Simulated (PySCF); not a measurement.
**Which functional comes closest?**

Molecule: `InChI=1S/C2H4/c1-2/h1-2H2`.

Atom-mapped SMILES (the numbers label the heavy atoms): `[CH2:1]=[CH2:2]` (H(Xn): hydrogen on atom n).

Geometry PBE0-D3(BJ)/def2-SVP throughout; GIAO in PySCF, gas phase, one conformer, non-relativistic; equivalent atoms averaged; basis pcSseg-2.

Reference values (measured; gas, zero density, 300 K; Wilczek, Jackowski, Molecules 2024, 29, 4460): σ(C1/C2) = 64.4 ppm, σ(H(C1)/H(C2)) = 25.46 ppm.

Q: How do the functionals HF, LDA, PBE, BLYP, BP86, OPBE, KT2, KT3, B97-D, B3LYP, PBE0, mPW1PW91, WP04, B97-2, BHandHLYP, CAM-B3LYP, wB97X-D, LC-wPBE perform against the reference? Times are CPU seconds on shared hosts with different chips, so compare them loosely; the GGAs took longer than the global hybrids here, which isn't the general rule, and the cause wasn't traced.

A: 
```tsv
functional	kind	C1/C2	H(C1)/H(C2)	abs. error C	abs. error H	core-s
HF	Hartree–Fock	58.8	26.00	5.6	0.54	1
LDA	LDA	40.4	24.88	24.0	0.58	2.9
PBE	GGA	46.1	25.43	18.3	0.03	4.6
BLYP	GGA	42.9	25.72	21.5	0.26	3.5
BP86	GGA	46.4	25.51	18.0	0.05	3.5
OPBE	GGA	55.2	25.41	9.2	0.05	3.5
KT2	GGA	57.7	25.65	6.7	0.19	3.6
KT3	GGA	58.4	25.84	6.0	0.38	3.4
B97-D	GGA	50.9	25.75	13.5	0.29	3.5
B3LYP	global hybrid	45.4	25.71	19.0	0.25	2.3
PBE0	global hybrid	49.3	25.47	15.1	0.01	2.2
mPW1PW91	global hybrid	48.7	25.54	15.7	0.08	2.1
WP04	global hybrid	40.0	26.19	24.4	0.73	3.2
B97-2	global hybrid	52.0	25.65	12.4	0.19	3
BHandHLYP	global hybrid	49.6	25.76	14.8	0.30	3.2
CAM-B3LYP	range-separated hybrid	45.6	25.57	18.8	0.11	4.1
wB97X-D	range-separated hybrid	48.5	25.57	15.9	0.11	4
LC-wPBE	range-separated hybrid	47.5	25.41	16.9	0.05	5.7
```

For $^{13}$C the closest is HF (5.6 ppm) and the furthest WP04 (24.4 ppm).

For $^{1}$H the closest is PBE0 (0.01 ppm, with PBE practically level) and the furthest WP04 (0.73 ppm). One molecule is a small sample, and vibrational effects are absent from the calculation.
